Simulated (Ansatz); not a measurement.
```yaml
crystal:
  periodic: [false, false, false]
  atoms:
    - {symbol: O, position_ang: [-1.572229, -0.146421, -0.001216]}
    - {symbol: N, position_ang: [-0.479468, 0.526674, 0.002284]}
    - {symbol: Si, position_ang: [1.157253, -0.234764, -0.000697]}
    - {symbol: H, position_ang: [-0.626561, 1.546889, 0.006975]}
basis:
  gaussian: {orbitals: def2-TZVP}
magnetization: {spin_polarized: true, initial_magnetization: 2}
hamiltonian: {xc: pbe0}
relax: {f_tol: 0.004, max_steps: 80}
```

```sh
$ ansatz run in.yaml --threads 1 --pin off --events-out ev --progress --plain --max-ram 2176MiB
```

Steps of the relaxation (energy above the last step; positions in Å, forces in eV/Å):

```
4
step 1, 15.2 meV
O    -1.572   -0.146   -0.001    0.548    0.394    0.002
N    -0.479    0.527    0.002    0.004   -0.465   -0.002
Si    1.157   -0.235   -0.001   -0.573    0.297    0.001
H    -0.627    1.547    0.007    0.021   -0.226   -0.001
```

```
4
step 2, 3.6 meV
O    -1.566   -0.142   -0.001    0.182    0.143    0.001
N    -0.478    0.523    0.002    0.097   -0.266   -0.001
Si    1.147   -0.228   -0.001   -0.298    0.168    0.001
H    -0.624    1.540    0.007    0.020   -0.045    0.000
```

```
4
step 3, 0.1 meV
O    -1.563   -0.141   -0.001   -0.040   -0.010    0.000
N    -0.476    0.519    0.002    0.021   -0.022    0.000
Si    1.136   -0.221   -0.001    0.009    0.013    0.000
H    -0.618    1.535    0.007    0.009    0.018    0.000
```

```
4
step 6, 0.0 meV
O    -1.567   -0.140   -0.001    0.001    0.001    0.000
N    -0.477    0.516    0.002   -0.001    0.001    0.000
Si    1.138   -0.218   -0.001    0.000    0.000    0.000
H    -0.615    1.533    0.007    0.000   -0.002    0.000
```

Close pairs at the end: N2–H4 1.026 Å, O1–N2 1.272 Å, N2–Si3 1.774 Å.

A stationary point of unrestricted PBE0 after 6 steps, with ⟨S²⟩ = 2.016 against 2.00 for a pure state; no frequencies were run, so it isn't proven a minimum. 21 s on 1 thread of Intel Xeon 6975P-C, shared host.
